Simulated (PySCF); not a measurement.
# N2: frontier orbitals

TPSSh at R = 1.090 Å; basis N def2-TZVPPD; no relativity; PySCF 2.14. State: ¹Σg⁺ (singlet), closed shell. Only the outer orbitals are listed.

| orbital | occ. | ε (eV) | main shells (%) |
| --- | --- | --- | --- |
| σg | 2 | -30.03 | 75 s, 24 p |
| σu | 2 | -14.61 | 76 s, 24 p |
| πu | 2 | -12.33 | 97 p |
| πu | 2 | -12.33 | 97 p |
| σg | 2 | -11.19 | 67 p, 33 s |
| πg | 0 | -1.11 | 85 p, 15 d |
| πg | 0 | -1.11 | 85 p, 15 d |
| σg | 0 | 1.55 | 107 s |

Question: Which are the highest filled and the lowest empty level, where do they sit, and how wide is the gap?

Answer: Highest filled σg at -11.19 eV (in %: 67 p, 33 s); lowest empty πg at -1.11 eV (in %: 85 p, 15 d); the gap at TPSSh is 10.08 eV.

| Item | Value |
| --- | --- |
| bond order (Mayer) | 2.68 |
| ⟨S²⟩ | 0.000 |

Shares are Mulliken populations and can fall outside 0 to 100 %.
